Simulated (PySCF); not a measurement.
Method: M06-2X/def2-TZVP // PBE0-D3(BJ)/def2-SVP (PySCF). Gas-phase values, no solvent. Delta-SCF ions had no search for a lower state. 

Reference species (SMILES): `N` (neutral, multiplicity 1).

```
Quantity                                  Result
--------------------------------------  --------
vertical ionisation energy (Delta-SCF)  11.00 eV
dipole moment                             1.80 D
HOMO–LUMO gap                           10.91 eV
```

After one change: the vertical ionisation energy (Delta-SCF) falls by 2.26 eV; the dipole moment falls by 0.25 D; the HOMO–LUMO gap drops by 1.64 eV.

Name the change that produced these shifts. The new species is one of these.
A. `CSC`
B. `[C-]#[O+]`
C. `C#N`
D. `S`

A, `CSC`
